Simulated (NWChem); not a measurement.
System: Li anion

Input file for NWChem:

```
start job
memory heap 200 mb stack 900 mb global 1100 mb
charge -1
geometry units angstroms noautoz
  Li     0.000000     0.000000     0.000000
end
basis spherical
  * library 6-31g*
end
dft
  xc scan
  grid xcoarse
  iterations 150
  mulliken
end
task dft gradient
```

Output (shortened):

```
             Northwest Computational Chemistry Package (NWChem) 7.3.0
             --------------------------------------------------------

                             Geometry "geometry" -> ""
                             -------------------------

 Output coordinates in angstroms (scale by  1.889725989 to convert to a.u.)

  No.       Tag          Charge          X              Y              Z
 ---- ---------------- ---------- -------------- -------------- --------------
    1 Li                   3.0000     0.00000000     0.00000000     0.00000000

 Effective nuclear repulsion energy (a.u.)       0.0000000000

                                 NWChem DFT Module
                                 -----------------

 Summary of "ao basis" -> "ao basis" (spherical)
 ------------------------------------------------------------------------------
       Tag                 Description            Shells   Functions and Types
 ---------------- ------------------------------  ------  ---------------------
 Li                          6-31g*                  6       14   3s2p1d

            General Information
            -------------------
          SCF calculation type: DFT
          Wavefunction type:  closed shell.
          No. of atoms     :     1
          No. of electrons :     4
           Alpha electrons :     2
            Beta electrons :     2
          Charge           :    -1
          Spin multiplicity:     1
          Use of symmetry is: off; symmetry adaption is: off
          Maximum number of iterations: 150
          AO basis - number of functions:    14
                     number of shells:     6
          Convergence on energy requested:  1.00D-06
          Convergence on density requested:  1.00D-05
          Convergence on gradient requested:  5.00D-04

              XC Information
              --------------
                         SCAN Method XC Functional
                  SCAN metaGGA Exchange Functional  1.000
                        SCAN Correlation Potential  1.000

             Grid Information
             ----------------
          Grid used for XC integration:  xcoarse
          Radial quadrature: Mura-Knowles
          Angular quadrature: Lebedev.
          Tag              B.-S. Rad. Rad. Pts. Rad. Cut. Ang. Pts.
          ---              ---------- --------- --------- ---------
          Li                  1.45       21           7.0       194
          Grid pruning is: on
          Number of quadrature shells:    21
          Spatial weights used:  Erf1

      Superposition of Atomic Density Guess
      -------------------------------------

 Sum of atomic energies:          -7.43123494

 Renormalizing density from       3.00 to      4

      Non-variational initial energy
      ------------------------------

 Total energy =      -8.780834
 1-e energy   =     -12.970875
 2-e energy   =       4.190041
 HOMO         =       0.143775
 LUMO         =       0.232460

     ---------------------------------------------
      Total Density - Mulliken Population Analysis
     ---------------------------------------------

    Atom       Charge   Shell Charges
 -----------   ------   -------------------------------------------------------
    1 Li   3     4.00   2.00 -0.64 -0.00  2.64  0.00  0.00

   convergence    iter        energy       DeltaE   RMS-Dens  Diis-err
 ---------------- ----- ----------------- --------- --------- ---------
 d= 0,ls=0.0,diis     1     -7.4675726440 -7.47D+00  1.59D-01  1.30D-02
 d= 0,ls=0.0,diis     2     -7.4785772464 -1.10D-02  7.84D-03  1.22D-04
 d= 0,ls=0.0,diis     3     -7.4786271134 -4.99D-05  1.07D-04  1.58D-08
 d= 0,ls=0.0,diis     4     -7.4786271216 -8.20D-09  2.06D-07  1.63D-13

         Total DFT energy =       -7.478627121625
      One electron energy =      -10.379316896651
           Coulomb energy =        4.849823573421
    Exchange-Corr. energy =       -1.949133798396
 Nuclear repulsion energy =        0.000000000000

 Numeric. integr. density =        4.000014421316

                       DFT Final Molecular Orbital Analysis
                       ------------------------------------

 Vector    1  Occ=2.000000D+00  E=-1.708163D+00
              MO Center= -1.5D-17, -5.1D-17,  2.9D-17, r^2= 1.3D-01
   Bfn.  Coefficient  Atom+Function         Bfn.  Coefficient  Atom+Function
  ----- ------------  ---------------      ----- ------------  ---------------
     1      0.997931  1 Li s                  2      0.036803  1 Li s

 Vector    2  Occ=2.000000D+00  E= 6.896336D-02
              MO Center= -2.0D-15, -3.1D-15, -3.2D-15, r^2= 6.2D+00
   Bfn.  Coefficient  Atom+Function         Bfn.  Coefficient  Atom+Function
  ----- ------------  ---------------      ----- ------------  ---------------
     6      1.068673  1 Li s                  1     -0.204306  1 Li s
     2     -0.056438  1 Li s

 Vector    3  Occ=0.000000D+00  E= 1.231310D-01
              MO Center= -1.6D-15,  2.0D-15,  1.5D-15, r^2= 9.2D+00
   Bfn.  Coefficient  Atom+Function         Bfn.  Coefficient  Atom+Function
  ----- ------------  ---------------      ----- ------------  ---------------
     8      0.656005  1 Li py                 7     -0.475477  1 Li px
     9      0.453334  1 Li pz                 4      0.061869  1 Li py
     3     -0.044843  1 Li px                 5      0.042755  1 Li pz

[...]

                         DFT ENERGY GRADIENTS

    atom               coordinates                        gradient
                 x          y          z           x          y          z
   1 Li      0.000000   0.000000   0.000000    0.000000   0.000000   0.000000
```

Level: SCAN/6-31G* (spherical d). Sets without diffuse functions describe the anion's extra electron poorly. The highest occupied level is positive, so the extra electron may be held by the finite basis.
